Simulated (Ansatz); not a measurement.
## Which is lower?

Two relaxed structures of BSiH6S (charge +1), singlet (PBE0-D4/def2-TZVP; forces vanish, vibrations not checked).

A:

```
9
angstrom
B -1.2114 0.5483 -1.2469
Si 0.2612 0.5304 -0.0535
S 0.0367 -1.1456 1.5263
H -1.8438 -0.4509 -1.3558
H -1.2327 1.5122 -1.9427
H 0.9492 1.5364 0.7888
H -1.3314 0.9968 0.0663
H 0.2896 -2.1999 0.7197
H 1.2877 -1.1061 2.0358
```

B:

```tsv
atom	x (Å)	y (Å)	z (Å)
B1	-1.1666	0.6358	-1.2397
Si2	0.4658	0.5717	-0.0658
S3	0.0636	-1.0510	1.5299
H4	-2.0810	-0.1119	-1.1014
H5	-1.1704	1.4650	-2.0930
H6	0.6677	1.7005	0.8698
H7	1.7272	0.0968	-0.6768
H8	0.1815	-2.1424	0.7437
H9	1.3122	-1.1646	2.0333
```

Ansatz 0.2.0; basis: def2-TZVPP; cores frozen in the correlated methods. B3LYP uses VWN-RPA correlation.

**Question.** Which structure is lower at CCSD(T), and by how much? (To be estimated.)

**Answer.** Computed: B, by 55.0 kJ/mol (electronic energy, against the other). By their contacts, A is BSiH₆S ([SH2][SiH]1[H][BH2]1), total charge +1 and B is BSiH₆S ([BH2][SiH2][SH2]), total charge +1.

All methods give the same order:

```json
{"method": "PBE-D4", "E(B) − E(A) (kJ/mol)": "-25.0"}
{"method": "r2SCAN-D4", "E(B) − E(A) (kJ/mol)": "-38.3"}
{"method": "PBE0-D4", "E(B) − E(A) (kJ/mol)": "-41.7"}
{"method": "B3LYP-D4", "E(B) − E(A) (kJ/mol)": "-52.5"}
{"method": "wB97M-V", "E(B) − E(A) (kJ/mol)": "-48.5"}
{"method": "HF", "E(B) − E(A) (kJ/mol)": "-115.2"}
{"method": "MP2", "E(B) − E(A) (kJ/mol)": "-54.2"}
{"method": "CCSD", "E(B) − E(A) (kJ/mol)": "-64.7"}
{"method": "CCSD(T)", "E(B) − E(A) (kJ/mol)": "-55.0"}
```

The T1 diagnostic stays at or below 0.014.

Labels in which every atom is bracketed show which atoms are joined, not bond orders.

For scale, one of the runs: CCSD(T)/def2-TZVPP, 199 basis functions, launched by `ansatz run in.yaml --threads 2 --pin off --events-out ev --progress --plain --max-ram 4352MiB`. The run took 35 s on 2 CPU threads of an Arm Neoverse V1 (shared host), with 2.2 GiB of host memory at its peak.
